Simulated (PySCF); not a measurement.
Which level of theory gave which numbers?

Compound: aziridine, C2H5N.
Numbering: `[CH2:1]1[CH2:2][NH:3]1` (hydrogens: H4, H5 on C1; H6, H7 on C2; H8 on N3)

Cartesian coordinates in Å at the PBE0-D3(BJ)/def2-SVP level; atoms count from 1:
```
atom  x, y, z in Å
C1     0.3356    0.6293   -0.3287
C2     0.2091   -0.6846    0.3375
N3    -0.8284   -0.2079   -0.5598
H4     0.2360    1.5289    0.2899
H5     1.0069    0.7486   -1.1861
H6     0.7865   -1.5431   -0.0226
H7     0.0205   -0.6938    1.4177
H8    -1.6279    0.1370   -0.0316
```

The closed-shell ground state was solved 6 times with PySCF (density fitting, gas phase), always in the pcJ-1 basis (131 functions), with these functionals: B3LYP, B97-2, BHandHLYP, HF, PBE and PBE0.

```json
{"row": "P", "total energy (Eh)": "-133.7672", "HOMO (eV)": "-7.10", "LUMO (eV)": "1.44", "dipole (D)": "1.78"}
{"row": "Q", "total energy (Eh)": "-133.7547", "HOMO (eV)": "-5.58", "LUMO (eV)": "0.55", "dipole (D)": "1.69"}
{"row": "R", "total energy (Eh)": "-133.8371", "HOMO (eV)": "-8.49", "LUMO (eV)": "2.14", "dipole (D)": "1.85"}
{"row": "S", "total energy (Eh)": "-133.0403", "HOMO (eV)": "-10.67", "LUMO (eV)": "4.35", "dipole (D)": "1.95"}
{"row": "T", "total energy (Eh)": "-133.8829", "HOMO (eV)": "-6.83", "LUMO (eV)": "1.44", "dipole (D)": "1.76"}
{"row": "U", "total energy (Eh)": "-133.9306", "HOMO (eV)": "-6.83", "LUMO (eV)": "1.08", "dipole (D)": "1.76"}
```

Q: Which functional belongs to which row?

A: P = PBE0, Q = PBE, R = BHandHLYP, S = HF, T = B97-2, U = B3LYP. By rising HOMO–LUMO gap: PBE (GGA) 6.13 eV; B3LYP (global hybrid, 20 % exact exchange) 7.91 eV; B97-2 (global hybrid, 21 % exact exchange) 8.27 eV; PBE0 (global hybrid, 25 % exact exchange) 8.54 eV; BHandHLYP (global hybrid, 50 % exact exchange) 10.63 eV; HF (all exact exchange) 15.02 eV. Total energies of different functionals aren't bounds to one another; each is stationary for its own functional.
